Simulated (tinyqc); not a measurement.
Worked calculation: coupled-perturbed Hartree-Fock on RHF in the sto-6g basis, for LiH, spin multiplicity 1. One step of it, computed by the program tinyqc.

Task: Coupled step 1. U_ai = -(mu_ai + sum_bj [4 (ai|bj) - (ab|ij) - (aj|bi)] U_bj) / (e_a - e_i); alpha = -4 sum U_ai mu_ai.

uncoupled U:
```
,i1,i2
a3,0.057157,0.969945
a4,0.000000,0.000000
a5,0.000000,0.000000
a6,0.035207,-0.720635
```

dipole integrals <a|z|i> (bohr):
```
,i1,i2
a3,-0.140867,-0.362408
a4,0.000000,0.000000
a5,0.000000,0.000000
a6,-0.104184,0.625733
```

orbital energies (hartree): MO1 -2.385090, MO2 -0.294177, MO3 0.079460, MO4 0.162580, MO5 0.162580, MO6 0.574130

Two-electron integrals over orbitals (pq|rs), unique and non-zero (hartree):
```
p,q,r,s,(pq|rs)
1,1,1,1,1.664154
2,1,1,1,-0.115882
2,1,2,1,0.014705
2,2,1,1,0.380332
2,2,2,1,0.007287
2,2,2,2,0.497209
3,1,1,1,-0.140549
3,1,2,1,0.011911
3,1,2,2,-0.016779
3,1,3,1,0.022701
3,2,1,1,0.012901
3,2,2,1,-0.003636
3,2,2,2,-0.045471
3,2,3,1,-0.000129
3,2,3,2,0.011363
3,3,1,1,0.400058
3,3,2,1,-0.011696
3,3,2,2,0.225827
3,3,3,1,0.001887
3,3,3,2,0.005994
3,3,3,3,0.340453
4,1,4,1,0.010058
4,2,4,1,0.007443
4,2,4,2,0.023612
4,3,4,1,0.010212
4,3,4,2,0.018956
4,3,4,3,0.041383
4,4,1,1,0.396941
4,4,2,1,-0.004282
4,4,2,2,0.275097
4,4,3,1,-0.004680
4,4,3,2,0.004704
4,4,3,3,0.282741
4,4,4,4,0.313125
5,1,5,1,0.010058
5,2,5,1,0.007443
5,2,5,2,0.023612
5,3,5,1,0.010212
5,3,5,2,0.018956
5,3,5,3,0.041383
5,4,5,4,0.016875
5,5,1,1,0.396941
5,5,2,1,-0.004282
5,5,2,2,0.275097
5,5,3,1,-0.004680
5,5,3,2,0.004704
5,5,3,3,0.282741
5,5,4,4,0.279374
5,5,5,5,0.313125
6,1,1,1,0.049754
6,1,2,1,-0.009006
6,1,2,2,-0.005988
6,1,3,1,-0.002305
6,1,3,2,0.001356
6,1,3,3,0.009809
6,1,4,4,0.000200
6,1,5,5,0.000200
6,1,6,1,0.008064
6,2,1,1,-0.031078
6,2,2,1,0.005711
6,2,2,2,0.133746
6,2,3,1,-0.000397
6,2,3,2,-0.032439
6,2,3,3,-0.010535
6,2,4,4,-0.011220
6,2,5,5,-0.011220
6,2,6,1,0.000182
6,2,6,2,0.124241
6,3,1,1,0.013911
6,3,2,1,-0.003823
6,3,2,2,-0.049731
6,3,3,1,0.004670
6,3,3,2,0.007557
6,3,3,3,0.035535
6,3,4,4,0.000811
6,3,5,5,0.000811
6,3,6,1,0.003968
6,3,6,2,-0.029709
6,3,6,3,0.025126
6,4,4,1,-0.006122
6,4,4,2,-0.019583
6,4,4,3,-0.014186
6,4,6,4,0.019827
6,5,5,1,-0.006122
6,5,5,2,-0.019583
6,5,5,3,-0.014186
6,5,6,5,0.019827
6,6,1,1,0.363984
6,6,2,1,0.004296
6,6,2,2,0.459872
6,6,3,1,-0.011262
6,6,3,2,-0.040518
6,6,3,3,0.241594
6,6,4,4,0.269983
6,6,5,5,0.269983
6,6,6,1,-0.002285
6,6,6,2,0.141157
6,6,6,3,-0.042338
6,6,6,6,0.458309
```

Give: U after step 1; polarisability.

Result:

U after step 1:
```
,i1,i2
a3,0.061,1.373
a4,0.000,0.000
a5,0.000,0.000
a6,0.036,-0.740
```

polarisability = 3.891 bohr^3
